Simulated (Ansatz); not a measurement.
```yaml
crystal:
  periodic: [false, false, false]
  atoms:
    - {symbol: Cl, position_ang: [-1.132682, -1.389059, 1.139341]}
    - {symbol: C, position_ang: [0.126485, -0.542134, 0.270482]}
    - {symbol: Cl, position_ang: [1.328968, -1.633906, -0.377405]}
    - {symbol: C, position_ang: [-0.152227, 0.722405, -0.385989]}
    - {symbol: O, position_ang: [0.593311, 0.607837, 0.842495]}
    - {symbol: H, position_ang: [-1.139017, 1.161726, -0.281944]}
    - {symbol: H, position_ang: [0.436461, 1.005030, -1.252679]}
basis:
  gaussian: {orbitals: def2-TZVPP}
hamiltonian: {xc: {name: SPW92}}
output: {forces: true}
```

```sh
$ ansatz run in.yaml --threads 2 --pin off --events-out ev --progress --plain --max-ram 4352MiB
```

It prints (some lines left out):

```
Functional definition: SPW92
1217 factors; their error is unknown
mean field evaluation 1: about -29078.7108 eV, gradient 5.6e1 eV
mean field evaluation 2: about -29057.3671 eV, gradient 1.1e2 eV
mean field evaluation 4: about -29085.3544 eV, gradient 1.2e1 eV
mean field evaluation 8: about -29085.6106 eV, gradient 6.0e-2 eV
mean field evaluation 16: about -29085.5774 eV, gradient 3.4e-4 eV
mean field -29085.57741291 eV, -1068.8752550121 hartree, gradient 2.9e-5 eV, S^2 0.000000; 0 other end points of the search recorded, 0 dependent functions left out
reference -29085.57744538 eV, -1068.8752562051 hartree; 28, 28 occupied and 177, 177 virtual orbitals, 1217 factors
Total energy: -29085.57744538 eV, -1068.8752562051 hartree
Atom 0 at    -1.132682    -1.389059     1.139341 Å, force     0.082451     0.055879    -0.069686 eV/Å
Atom 1 at     0.126485    -0.542134     0.270482 Å, force     0.032521    -0.072120     0.064484 eV/Å
Atom 2 at     1.328968    -1.633906    -0.377405 Å, force    -0.089999     0.073018     0.036567 eV/Å
Atom 3 at    -0.152227     0.722405    -0.385989 Å, force     0.092050    -0.178090     0.178171 eV/Å
Atom 4 at     0.593311     0.607837     0.842495 Å, force     0.014455    -0.064980     0.033947 eV/Å
Atom 5 at    -1.139017     1.161726    -0.281944 Å, force    -0.341314     0.120559     0.048056 eV/Å
Atom 6 at     0.436461     1.005030    -1.252679 Å, force     0.209837     0.065734    -0.291538 eV/Å
Dipole moment:    -0.169127     0.228740    -0.311420 e Å
```

It took 1.9 s on 2 threads of an Arm Neoverse V2 on a shared host, with 0.24 GiB of host memory at the peak.
